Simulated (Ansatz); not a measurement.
One elementary step

Start structure (CH₇ClSi, singlet), relaxed at PBE0-D4/def2-TZVP:

Si1  (-1.966, 0.854, -0.157)
H2  (-1.280, -0.392, -0.565)
H3  (-2.403, 1.619, -1.347)
H4  (-3.125, 0.547, 0.713)
Cl5  (-0.643, 2.010, 0.908)
H6  (1.373, -1.695, -0.493)
C7  (1.884, -0.928, 0.089)
H8  (1.860, 0.017, -0.451)
H9  (2.918, -1.228, 0.255)
H10  (1.382, -0.804, 1.048)
(Å)

The step: SiH₃Cl ([SiH3][Cl]) + CH₄ → CH₅ClSi ([CH3][SiH2][Cl]) + H₂; bonds formed: Si1–C7, H2–H6; bonds broken: Si1–H2, H6–C7. Program: Ansatz 0.2.0. Basis: def2-TZVPP and def2-QZVPP. Cores are frozen in the correlated methods. Extrapolation: Hartree–Fock as exp(−7.88 √X), correlation as X^−2.97. Energies below are by CCSD(T) at an estimated basis limit (MP2 extrapolated from triple and quadruple zeta, plus CCSD(T) − MP2 in triple zeta).

(1) What are the electronic barrier and the energy of the step, from the start structure to the end structure? (An estimate is asked for; the value comes from the calculation.)

T1 diagnostic: at most 0.011. The start structure is not quite a true minimum (one mode of 30i cm⁻¹).

Results:

(1) The calculation gives: Barrier 298.7 kJ/mol; step energy 18.2 kJ/mol (uphill); reverse barrier, their difference, 280.5 kJ/mol. Barrier and step energy count from the start structure, the reverse barrier from the end structure.

The saddle point: One imaginary mode of 1190i cm⁻¹.
```
  pair  start (Å)  saddle (Å)  end (Å)
Si1–C7       4.25        2.15     1.86
 H2–H6       2.96        1.21     0.75
Si1–H2       1.48        1.65     3.42
 H6–C7       1.09        1.30     3.70
```

Zero-point energy (harmonic, PBE0-D4): ZPE is 187.4 kJ/mol at the start and 184.0 kJ/mol at the saddle, so the barrier goes from 298.7 to 295.2 kJ/mol.

Labels in which every atom is bracketed show which atoms are joined, not bond orders.

For scale, one of the runs: CCSD(T)/def2-TZVPP, 213 basis functions, launched by `ansatz run in.yaml --threads 4 --pin off --events-out ev --progress --plain --max-ram 9574MiB`. The run took 45 s on 4 CPU threads of an Arm Neoverse V1 (shared host), with 2.9 GiB of host memory at its peak.
